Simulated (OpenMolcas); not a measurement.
# OpenMolcas timings: CH4BN− (SMILES [BH2-]N=C)

CH4BN−: 7 atoms, total charge -1, spin state doublet. As SMILES, `[BH2-]N=C`. Geometry: relaxed at GFN2-xTB.

```
atom    x (Å)    y (Å)    z (Å)
   B  -1.0111   0.2159  -0.6170
   N  -0.0971  -0.6384  -0.0295
   C   1.0028  -0.3293   0.6270
   H  -2.0294  -0.2502  -1.0736
   H  -0.8730   1.4311  -0.7423
   H   1.6998  -1.1222   0.9139
   H   1.3080   0.6931   0.9215
```

Program: OpenMolcas 26.06. Hardware: 1 thread of Arm Neoverse V2, shared host, so times are rough. Two-electron integrals are exact unless an approximation is named.

Q: Estimate their order by wall time, quickest first.
A. energy at ROMP2/cc-pV(D+d)Z (Cholesky decomposition), 3 core orbitals frozen
B. gradient at UBLYP/def2-SVPD, grid UltraFine
C. gradient at UHF/STO-3G
D. energy at ROHF/aug-cc-pVDZ (RICD fitting, PCM heptane)

A: C (2 s), A (6.9 s), D (18 s), B (61 s).
